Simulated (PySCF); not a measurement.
**The first ionisation energy along group 14**

All values are computed (PySCF 2.14, energy differences of UHF-based or UKS calculations, no spin-orbit coupling). Values in eV. The last column holds reference values (NIST; (s) semi-empirical, (t) theoretical, else measured). Unmarked ones compare directly (S terms, centres of terms, or small fine structure); those marked * lie between the lowest fine-structure levels and include a spin-orbit shift.

```json
{"element": "C (x2c-TZVPPall, spin-free X2C)", "configurations": "[He] 2s2 2p2 → [He] 2s2 2p1", "UHF": "10.797", "MP2 (valence and next inner shell)": "11.248", "CCSD (valence and next inner shell)": "11.157", "MP2 (valence)": "11.237", "CCSD (valence)": "11.141", "PBE": "11.528", "reference": "11.262"}
{"element": "Si (x2c-TZVPPall, spin-free X2C)", "configurations": "[Ne] 3s2 3p2 → [Ne] 3s2 3p1", "UHF": "7.629", "MP2 (valence and next inner shell)": "8.023", "CCSD (valence and next inner shell)": "8.052", "MP2 (valence)": "8.031", "CCSD (valence)": "8.062", "PBE": "8.180", "reference": "8.157"}
{"element": "Ge (x2c-TZVPPall, spin-free X2C)", "configurations": "[Ar] 3d10 4s2 4p2 → [Ar] 3d10 4s2 4p1", "UHF": "7.414", "MP2 (valence and next inner shell)": "7.848", "CCSD (valence and next inner shell)": "7.837", "MP2 (valence)": "7.758", "CCSD (valence)": "7.788", "PBE": "7.882", "reference": "7.925"}
{"element": "Sn (x2c-TZVPPall, spin-free X2C)", "configurations": "[Kr] 4d10 5s2 5p2 → [Kr] 4d10 5s2 5p1", "UHF": "6.859", "MP2 (valence and next inner shell)": "7.254", "CCSD (valence and next inner shell)": "7.228", "MP2 (valence)": "7.143", "CCSD (valence)": "7.176", "PBE": "7.255", "reference": "7.389"}
{"element": "Pb (x2c-TZVPPall, spin-free X2C)", "configurations": "[Xe] 4f14 5d10 6s2 6p2 → [Xe] 4f14 5d10 6s2 6p1", "UHF": "6.599", "MP2 (valence and next inner shell)": "6.976", "CCSD (valence and next inner shell)": "6.925", "MP2 (valence)": "6.847", "CCSD (valence)": "6.884", "PBE": "6.997", "reference": "7.417 *"}
```

**Question.** Which of these methods has the smallest mean absolute error against the measured values here?

**Answer.** MP2 (valence and next inner shell), with 0.090 eV.

```
                             method  elements  mean error (eV)  mean absolute error (eV)  largest error (eV)
                                UHF         4           -0.509                     0.509              -0.530
 MP2 (valence and next inner shell)         4           -0.090                     0.090              -0.135
CCSD (valence and next inner shell)         4           -0.115                     0.115              -0.162
                      MP2 (valence)         4           -0.141                     0.141              -0.246
                     CCSD (valence)         4           -0.142                     0.142              -0.213
                                PBE         4            0.028                     0.117               0.267
```

For Pb a determinant mixes LS terms or the coupling is close to jj, so these rows are model values.

Errors include the incompleteness of the basis and the frozen core.

"Valence" correlates the outer s and p shells and, in groups 3 to 12 and the f block, the outer d or f shell, open or full, or the next shell where the ion has no valence electron left; the wider scheme adds the next inner shell.
